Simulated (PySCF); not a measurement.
Vertical excitation energies

C5H9N.
SMILES: `N=C1CCCC1`

Level of theory: TDDFT CAM-B3LYP/def2-SVPD, vertical, gas phase, core orbitals frozen in the response (PySCF 2.14.0, density-fitted response routines). Isolated species at its PBE0-D3(BJ)/def2-SVP geometry (one conformer only).

```
state  λ (nm)  E (eV)       f  |μ| (D)   main configurations (H = HOMO, L = LUMO)
   S1   233.1    5.32  0.0026     0.36                                  H→L (93%)
   S2   174.9    7.09   0.035     1.15                   H→L+1 (63%), H→L+2 (27%)
   S3   161.4    7.68   0.209     2.68                                H-1→L (83%)
   S4   159.6    7.77   0.018     0.78      H→L+2 (39%), H→L+1 (29%), H→L+5 (14%)
   S5   154.6    8.02  0.0014     0.22               H-1→L+1 (67%), H-1→L+2 (23%)
   S6   147.9    8.38  0.0070     0.47                   H→L+3 (66%), H→L+4 (19%)
   S7   146.2    8.48  0.0008     0.16      H→L+4 (54%), H→L+3 (16%), H-5→L (13%)
   S8   143.8    8.62   0.017     0.73      H-5→L (49%), H-2→L (16%), H→L+4 (11%)
   S9   142.9    8.68   0.020     0.78    H-2→L (45%), H-5→L (25%), H-1→L+2 (12%)
  S10   142.5    8.70  0.0080     0.49  H-2→L (33%), H-1→L+2 (32%), H-1→L+1 (15%)
```

Triplets, Tamm–Dancoff:

| state | E (eV) | λ (nm) | main configurations (H = HOMO, L = LUMO) |
| --- | --- | --- | --- |
| T1 | 4.61 | 269.0 | H→L (90%) |
| T2 | 4.96 | 250.1 | H-1→L (84%) |
| T3 | 6.86 | 180.9 | H→L+1 (46%), H→L+2 (37%) |
| T4 | 7.56 | 164.1 | H→L+1 (44%), H→L+2 (26%), H→L+5 (18%) |

The lowest singlet lies at 5.32 eV (233 nm, ultraviolet) and is very weak; its leading configuration is HOMO→LUMO (93%). The strongest level in the table is S3 at 7.68 eV (161 nm, f = 0.209). Löwdin shares by element: HOMO nitrogen 55%, carbon 23% or more, hydrogen 8% or more; LUMO carbon 46% or more, nitrogen 25% (atoms not listed hold the other 29%). The listed states span 3.38 eV, and the widest gap between neighbours is 1.77 eV (S1 to S2). Of the 10 states listed, 5 reach f = 0.01 and none stays under 0.0005. Orbital energies (eV): HOMO-3 -11.28, HOMO-2 -10.82, HOMO-1 -9.69, HOMO -8.67, LUMO 1.04, LUMO+1 1.29, LUMO+2 1.88. All these states lie below the vertical ionisation energy of 9.52 eV (ΔSCF). Only the lowest 10 singlets were computed, as vertical energies without vibronic structure.
